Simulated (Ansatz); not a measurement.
**AlH4+ (singlet): wave-function methods side by side, 6-31G**

Aim: climb from Hartree-Fock through coupled cluster for AlH4+ (singlet) at one geometry and basis, and see what each rung misses.

The runs use Ansatz 0.2.0, Gaussian basis; 6-31G, core rule «outside noble gas», up to 5 orbitals frozen.

To be run: UHF; CCSD(T) on RHF; BCCD(T) on RHF; CISD; CCSDT(Q) on RHF; CISDTQ; CCSDTQ on RHF; Full CI.

30 further runs of the same task are left out: 12 for a known fault of the program, 6 that didn't finish, 12 set aside as unsound or not needed.

### Step 1. The system

The geometry is a PBE0/def2-TZVP stationary point (not a proven minimum) of the parent state, kept for this charge and spin.

5 atoms, charge 1, spin multiplicity 1.

Atoms are counted from 1 here; the program's logs count them from 0.

Bond lengths: Al1–H4 1.595 Å, Al1–H5 1.595 Å, H2–H3 0.766 Å. Angles: H4–Al1–H5 120.0°.

### Step 2. UHF

File in.yaml:

```yaml
crystal:
  periodic: [false, false, false]
  atoms:
    - {symbol: Al, position_ang: [-0.059867, 0.000147, -0.132768]}
    - {symbol: H, position_ang: [0.448722, 0.001802, 1.985772]}
    - {symbol: H, position_ang: [-0.317066, -0.008906, 1.956389]}
    - {symbol: H, position_ang: [0.733301, 1.383310, -0.188797]}
    - {symbol: H, position_ang: [0.737612, -1.380129, -0.199290]}
basis:
  gaussian: {orbitals: 6-31G}
total_charge: 1
magnetization: {spin_polarized: true, initial_magnetization: 0}
hamiltonian: {xc: hf}
output: {orbitals: {seedname: orbitals}}
```

The run is started by

```bash
> ansatz run in.yaml --threads 1 --pin off --events-out ev --progress --plain --max-ram 2393MiB
```

The runs that follow: CCSD(T) on RHF; BCCD(T) on RHF; CISD; CCSDT(Q) on RHF; CISDTQ; CCSDTQ on RHF; Full CI.

**Question.** What will the summary of the whole plan be? Wanted: FCI below the RHF energy; RMP2 from FCI; RCCSD from FCI; RCCSD(T) from FCI; RCCSDT(Q) from FCI; T1 diagnostic; effectively unpaired electrons.

**Answer**, as computed:

```
                         quantity                                                         value
         FCI below the RHF energy                                                    -2.0698 eV
                    RMP2 from FCI                                                    +669.8 meV
                   RCCSD from FCI                                                     +26.2 meV
                RCCSD(T) from FCI                                                      +9.0 meV
               RCCSDT(Q) from FCI                                                       0.0 meV
levels within 1 kcal/mol (43 meV)  RCCSD, RCCSD(T), BCCD(T), RCCSDT, CISDTQ, RCCSDT(Q), RCCSDTQ
                    T1 diagnostic                                                         0.018
   effectively unpaired electrons                                                          0.04
```

RCCSD(T) lands +9.0 meV from the yardstick (0.4 % of the correlation energy). One determinant dominates. These misses are within one basis, not against nature.
